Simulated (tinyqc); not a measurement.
Worked calculation: UKS/BLYP in the sto-6g basis, for H2O, spin multiplicity 3. One step of it, computed by the program tinyqc.

Task: Orthogonalisation. S = U s U^T; canonical form X = U s^(-1/2), so that X^T S X = 1. Each column of U has its largest component positive (the first on a tie).

overlap S, lower triangle:
```
           1O 1s     1O 2s    1O 2px     1O 2py    1O 2pz     2H 1s     3H 1s
1O 1s   1.000000
1O 2s   0.231145  1.000000
1O 2px  0.000000  0.000000  1.000000
1O 2py  0.000000  0.000000  0.000000   1.000000
1O 2pz  0.000000  0.000000  0.000000   0.000000  1.000000
2H 1s   0.039404  0.385194  0.000000   0.244290  0.233589  1.000000
3H 1s   0.039404  0.385194  0.000000  -0.244290  0.233589  0.222718  1.000000
```

Give: eigenvalues of S; X.

Result:

eigenvalues of S: 0.439  0.526  0.880  1.000  1.109  1.252  1.796

X:
```
             1       2       3      4       5       6      7
1O 1s   -0.330   0.000   0.734  0.000   0.624   0.000  0.161
1O 2s    1.023   0.000  -0.324  0.000   0.340   0.000  0.422
1O 2px   0.000   0.000   0.000  1.000   0.000   0.000  0.000
1O 2py   0.000   0.812   0.000  0.000   0.000   0.723  0.000
1O 2pz   0.538   0.000   0.660  0.000  -0.599   0.000  0.228
2H 1s   -0.646  -0.788  -0.170  0.000  -0.139   0.372  0.388
3H 1s   -0.646   0.788  -0.170  0.000  -0.139  -0.372  0.388
```
